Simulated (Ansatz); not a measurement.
One change: `CC(F)(Cl)Cl` becomes `CC(Cl)Cl`.

Ansatz, PBE0-D4/def2-TZVP geometries, multiplicity 1. 

```json
{"property": "HOMO–LUMO gap (B3LYP/def2-TZVPP) / eV", "`CC(F)(Cl)Cl`": "8.12"}
{"property": "HOMO energy (B3LYP/def2-TZVPP) / eV", "`CC(F)(Cl)Cl`": "-8.59"}
{"property": "HOMO–LUMO gap (PBE/def2-TZVPP) / eV", "`CC(F)(Cl)Cl`": "6.11"}
{"property": "HOMO–LUMO gap (PBE0/def2-TZVPP) / eV", "`CC(F)(Cl)Cl`": "8.68"}
{"property": "size of the dipole moment (ωB97M-V/def2-TZVPP) / D", "`CC(F)(Cl)Cl`": "1.97"}
{"property": "LUMO energy (ωB97M-V/def2-TZVPP) / eV", "`CC(F)(Cl)Cl`": "2.08"}
```

Task: Give the same properties after the change, and the shifts. (Best estimate.)

Result: Computed: 
```csv
property,`CC(Cl)Cl`,shift
HOMO–LUMO gap (B3LYP/def2-TZVPP) / eV,8.16,0.04
HOMO energy (B3LYP/def2-TZVPP) / eV,-8.33,0.26
HOMO–LUMO gap (PBE/def2-TZVPP) / eV,6.18,0.07
HOMO–LUMO gap (PBE0/def2-TZVPP) / eV,8.72,0.04
size of the dipole moment (ωB97M-V/def2-TZVPP) / D,2.02,0.05
LUMO energy (ωB97M-V/def2-TZVPP) / eV,2.24,0.16
```

Dipoles are sizes alone; their direction can turn.

B3LYP here is the variant with VWN-RPA as its local correlation; programs differ in this.
